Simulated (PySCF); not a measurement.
# C2H3Cl3 (Ethane, 1,1,1-trichloro-): the cost of one run

Programs: PySCF 2.14.0, with density-fitted response routines of our own. Each step states its level of theory. These are calculated values for one molecule in the gas phase, unless marked as measured. Atoms count from 0, in the outputs and in this text.

### Step 1. Starting geometry

8 atoms, charge 0, multiplicity 1; geometry from: MMFF94s. The atoms were then displaced at random by about 0.03 Å, so the start is not that level's minimum.

Bonds of the start (Å): C0–C1 1.62, C1–Cl2 1.82, C1–Cl3 1.80, C1–Cl4 1.76, C0–H5 1.00, C0–H6 1.11, C0–H7 1.14.

### Step 2. Optimising the geometry at PBE0-D3(BJ)/def2-SVP

The job: settings as JSON, then the geometry in Å.

```
{"job": {"xc": "PBE0", "basis": "def2-SVP", "d3": "d3bj", "grid": 1, "shake": 0.03, "kind": "geom"}, "charge": 0, "multiplicity": 1}
C      0.867860    -0.299420     0.028300
C     -0.677930     0.168930    -0.019380
Cl    -1.566800    -0.712760    -1.336370
Cl    -0.696270     1.943180    -0.328000
Cl    -1.431470    -0.221940     1.523400
H      0.910730    -1.282680     0.194160
H      1.382480     0.301330     0.805050
H      1.349620     0.017700    -0.950880
```

On the command line:

```sh
OMP_NUM_THREADS=1 python probes_run.py task.json out
```

This one command runs all jobs of the session in turn.

Q: Estimate the wall time and peak memory of this first job on 1 thread of Arm Neoverse N1, shared host.

About 41 s, with a peak of 0.41 GiB.
